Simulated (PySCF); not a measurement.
Fluoroborane Ion, BFH (charge +1).
SMILES: `[BH+]F`

Computed, not measured: MP2 and CCSD/aug-cc-pVTZ in PySCF, restricted Hartree–Fock reference, 2 core orbitals frozen, non-relativistic, gas phase, PBE0-D3(BJ)/def2-SVP geometry.

E(HF) = -124.45758 Eh.

Problem. How large is the problem?

Solution. 115 basis functions and 14 electrons; 2 orbitals frozen, which leaves o = 5 correlated occupied and v = 108 virtual orbitals. That is o·v = 540 singles and o·v(o·v + 1)/2 = 146070 distinct closed-shell doubles amplitudes before symmetry; the costliest CCSD step grows as o²v⁴ = 3.4 × 10^9.

Problem. What are the MP2 and CCSD correlation energies?

Solution. MP2 -0.3256 Eh and CCSD -0.3328 Eh, which gives totals of -124.78323 and -124.79035 Eh. That is 0.906 eV for each correlated electron at CCSD (874 kJ/mol in all, 0.267 % of the total energy); MP2 gives 97.9 % of the CCSD value.

Problem. What is the T1 diagnostic?

Solution. 0.0163, below the customary warning level of 0.02. It is the norm of the spatial-orbital singles amplitudes over the root of the number of correlated electrons, so the norm is 0.052.

Connected triples and the basis-set limit are missing.
